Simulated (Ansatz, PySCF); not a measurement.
System: phosphane, PH3, net charge 0, singlet state. 
Structure (B3LYP-D3(BJ)/def2-TZVP (Ansatz, an electronic-structure program) minimum search):
SMILES: P
```xyz
4

P      0.0029     0.0016     0.1282
H     -0.0038     1.1839    -0.6561
H      1.0120    -0.6137    -0.6568
H     -1.0521    -0.5944    -0.6098
```

Dipole moments at this geometry, in debye (magnitudes).

```csv
level,program,dipole (D)
BLYP/def2-TZVPD,Ansatz,0.54
TPSS/def2-TZVPD,PySCF,0.63
M06-L/def2-TZVPD,PySCF,0.61
B97M-V/def2-TZVPD,Ansatz,0.55
B3LYP/def2-TZVPD,Ansatz,0.57
PBE0/def2-TZVPD,Ansatz,0.65
r2SCAN0/def2-TZVPD,Ansatz,0.67
PW6B95/def2-TZVPD,PySCF,0.57
HSE06/def2-TZVPD,Ansatz,[?]
CAM-B3LYP/def2-TZVPD,Ansatz,0.62
LC-wPBE/def2-TZVPD,Ansatz,0.73
wB97M-V/def2-TZVPD,Ansatz,0.55
wB97X-V/def2-TZVPD,Ansatz,0.68
CCSD(T)/aug-cc-pV(D+d)Z,Ansatz,[?]
```

Q: Some entries are withheld; supply them.

A: 
- HSE06/def2-TZVPD, dipole (D): 0.65
- CCSD(T)/aug-cc-pV(D+d)Z, dipole (D): 0.56

Measured: 0.58 D (NIST CCCBDB, as tabulated in the package chemicals), a vibrational average. This is an older compilation, not checked against later work.
